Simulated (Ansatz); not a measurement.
A made-up structure of LiSiH₂S (charge +1), closed shell:

```
atom    x (Å)    y (Å)    z (Å)
 Li1  -2.3673   0.4387   1.2397
 Si2  -0.4284  -0.1860  -0.3656
  S3   1.6228  -0.0030  -0.1872
  H4  -0.4683  -0.8000  -1.7273
  H5  -3.0691   1.3919   2.3013
```

It is relaxed with PBE-D4/def2-SVP and then PBE0-D4/def2-TZVP (Ansatz 0.2.0). Atoms count as bonded within 1.22 times the sum of their covalent radii (H–H: 0.88 Å). The end point is not checked to be a true minimum.

Problem. Does its bonding change? (Judge from chemistry; the calculation decides.)

Solution. By the calculation: Yes. Formed: Li1–S3, Si2–H5; broken: Li1–Si2, Li1–H5.

Where it ends: The first stage lowers the energy by 5.42 eV in 35 steps. It ends as LiSiH₂S ([Li][S][SiH2]), total charge +1:
Li1  (-1.280, 0.903, 2.940)
Si2  (-0.917, -0.046, -0.495)
S3  (0.065, 0.563, 1.103)
H4  (-0.201, -0.309, -1.756)
H5  (-2.377, -0.270, -0.531)
(Å)

Labels in which every atom is bracketed show which atoms are joined, not bond orders.

For scale, one of the runs: PBE0-D4/def2-TZVP relaxation, 100 basis functions, launched by `ansatz run in.yaml --threads 2 --pin off --events-out ev --progress --plain --max-ram 4352MiB`. The run took about 7 s on 2 CPU threads of an Arm Neoverse V1 (shared host).
